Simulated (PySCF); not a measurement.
Level of theory: delta-SCF UKS SCAN, pcX-2 on the ionised atom, pcseg-1 elsewhere, spin-free X2C (PySCF). Geometries: PBE0-D3(BJ)/def2-SVP; isolated species, one conformer each. Values against the vacuum level.

Question: Rank by computed C 1s binding energy, lowest first.
A. C4 in `[cH:1]1[cH:2][o:3][cH:4][n:5]1`
B. Carbon in `C[O][GeH2][F]`
C. C1 in `[CH:1]#[C:2][C:3]([NH2:4])=[O:5]`
D. Carbon in `O=S1(=O)OCCO1`

Answer: C (291.16 eV), B (292.64 eV), A (293.01 eV), D (293.75 eV).

From the lowest up, the atoms are bonded to: C (triple bond) and H (291.16); O and 3 H (292.64); O (aromatic in the SMILES), N (aromatic in the SMILES) and H (293.01); O, C and 2 H (293.75).

Question: Order these sites by rising O 1s binding energy.
A. Oxygen in `C#CC(N)=O`
B. O4 in `[O:1]=[S:2]1(=[O:3])[O:4][CH2:5][CH2:6][O:7]1`
C. Oxygen in `C[O][GeH2][F]`
D. Oxygen in `o1ccnc1`

Answer: A (537.30 eV), C (538.11 eV), B (539.99 eV), D (540.73 eV).

From the lowest up, the atoms are bonded to: C (double bond) (537.30); C and Ge (538.11); S and C (539.99); 2 C (aromatic in the SMILES) (540.73).

Question: Order these sites by rising N 1s binding energy.
A. Nitrogen in `C#CC(N)=O`
B. Nitrogen in `n1ccoc1`
C. Nitrogen in `CNC` (C2H7N)

Answer: C (404.88 eV), B (405.26 eV), A (406.40 eV).

The highest is bonded to C and 2 H, the lowest to 2 C and H; the range is 1.52 eV.

1 of these hole states is spin-contaminated (⟨S²⟩ 0.85, against 0.75; counted from 0.85) and less certain.
